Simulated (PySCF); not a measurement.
# A diatomic session: NaMg+

The task here is to estimate one member of a computed series from the others.

Program: PySCF 2.14.0. Level of theory: Na cc-pVDZ, Mg cc-pVDZ, no relativity. These are calculated values, not measurements.

The first run:

Settings of the job:

- atoms: Na, Mg
- charge: 1
- basis: Na cc-pVDZ, Mg cc-pVDZ
- Hamiltonian: no relativity
- basis functions: 36
- electrons treated: 22
- masses in u: 22.9898, 23.9850
- levels: PBE0, PBE, r²SCAN, LDA, r²SCANh, PBEsol, ωB97X, HF, MP2, SCS-MP2, CCSD, CCSD(T)
- grid: 80 radial by 434 angular points
- occupations: held fixed by the projection of orbital angular momentum
- dissociation limit: Na+ + Mg, each in its ground configuration
- starting distance in angstrom: 3.030
- values of 2S to try: 0, 2

Started as:

```console
OMP_NUM_THREADS=1 python dia.py task.json out
```

Steps of the session up to this table: Input; The PBE0 curve of the state that the search chose; Excited determinants; PBE; r²SCAN; LDA (local density); r²SCANh (hybrid meta-GGA); PBEsol; ωB97X (range-separated hybrid); RHF (mean field); MP2 and coupled cluster.

One table of the session follows, with a row left open; its other results are not shown here.

Energy (eV) from each level's lowest point:

| R (Å) | RHF | RHF-MP2 | RHF-SCS-MP2 | RHF-CCSD | RHF-CCSD(T) |
| --- | --- | --- | --- | --- | --- |
| 2.766 | 0.223 | 0.208 | 0.208 | n/a | n/a |
| 2.894 | 0.118 | 0.107 | 0.107 | 0.106 | 0.105 |
| 3.023 | 0.052 | 0.045 | 0.045 | 0.044 | 0.043 |
| 3.119 | 0.023 | 0.017 | 0.018 | 0.017 | 0.017 |
| 3.216 | ? | ? | ? | ? | ? |
| 3.312 | 0.000 | 0.000 | 0.000 | 0.000 | 0.000 |
| 3.441 | 0.004 | 0.008 | 0.008 | 0.009 | 0.009 |
| 3.602 | 0.024 | 0.032 | 0.032 | 0.033 | 0.034 |
| 3.795 | 0.061 | 0.073 | 0.073 | 0.076 | 0.077 |
| 4.052 | 0.120 | 0.137 | 0.137 | n/a | n/a |

Estimate the missing values for R (Å) = 3.216.

Worked estimate for «RHF». A straight line through the neighbours (3.119, 0.023) and (3.312, 0.000) gives 0.023 + (0.000 − 0.023) × (3.216 − 3.119) / (3.312 − 3.119) = 0.011; a parabola fitted to 4 rows on both sides gives 0.007.

As computed: RHF: 0.006; RHF-MP2: 0.003; RHF-SCS-MP2: 0.004; RHF-CCSD: 0.003; RHF-CCSD(T): 0.003. In «RHF» the line misses by +0.005 and the parabola by +0.001.

State 2 has its PBE0 minimum 1.93 eV higher. The other levels ran on the lowest alone.
